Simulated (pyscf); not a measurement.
Optimised with ωB97X-D3(BJ)/def2-SVP in PySCF. Correlated levels are frozen-core, on RHF or UHF. ΔMP2 is the change of the MP2 total energy from the triple- to the quadruple-zeta basis.

PBE/def2-TZVP puts the barrier of Li–CH₃ + H• → Li• + CH₄ (substitution at C; doublet surface; C–Li broken, C–H formed) at -5.8 kcal/mol and the reaction energy at -63.4 kcal/mol, from the separated reactants. What do PBE0-D3(BJ)/def2-TZVP, M06-2X/def2-TZVP, CCSD(T)/def2-TZVPP + ΔMP2(QZVPP) give on the same structures?

PBE0-D3(BJ): ΔE‡ = -0.9 kcal/mol, ΔE = -65.0 kcal/mol; M06-2X: ΔE‡ = 3.2 kcal/mol, ΔE = -61.7 kcal/mol; CCSD(T): ΔE‡ = 4.0 kcal/mol, ΔE = -63.7 kcal/mol. PBE's barrier lies under all of them, by 5.0 to 9.8 kcal/mol. Its reaction energy lies among theirs. Low barriers are usual for a GGA, whose delocalisation error favours stretched bonds. At PBE, PBE0-D3(BJ) this geometry lies under the reactants; that is no barrier but a single point on another level's saddle; such a level's own saddle, if it has one, lies nearer that side and is low. This is the saddle that the search found; another between the same sides may lie lower. The angle at the attacked C is 180°. The CCSD(T) − MP2 part came from Ansatz, without density fitting, on the same reference. An open-shell T1 diagnostic exceeds 0.045. A UHF reference is spin-contaminated (<S²> up to 1.16), which harms MP2 most. The frozen core leaves the outer d or s,p core shells of the metals and heavy elements correlated in the MP2 and CC values, and def2-TZVPP describes them poorly, which can shift differences by a few kcal/mol.
